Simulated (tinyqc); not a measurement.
Worked calculation: LCCD on RHF in the sto-3g basis, frozen core, for HF, spin multiplicity 1. One step of it, computed by the program tinyqc.

Problem. Orthogonalisation. S = U s U^T; symmetric (Loewdin) form X = U s^(-1/2) U^T, so that X^T S X = 1.

overlap S, lower triangle:
```
,1F 1s,1F 2s,1F 2px,1F 2py,1F 2pz,2H 1s
1F 1s,1.000000
1F 2s,0.237990,1.000000
1F 2px,0.000000,0.000000,1.000000
1F 2py,0.000000,0.000000,0.000000,1.000000
1F 2pz,0.000000,0.000000,0.000000,0.000000,1.000000
2H 1s,0.034878,0.357147,0.000000,0.000000,0.296402,1.000000
```

Give: eigenvalues of S; X.

Solution.

eigenvalues of S: 0.5096  0.8465  1.0000  1.0000  1.1281  1.5158

X, lower triangle:
```
,1F 1s,1F 2s,1F 2px,1F 2py,1F 2pz,2H 1s
1F 1s,1.0230
1F 2s,-0.1298,1.0820
1F 2px,0.0000,0.0000,1.0000
1F 2py,0.0000,0.0000,0.0000,1.0000
1F 2pz,-0.0052,0.0485,0.0000,0.0000,1.0393
2H 1s,0.0186,-0.2121,0.0000,0.0000,-0.1726,1.0972
```
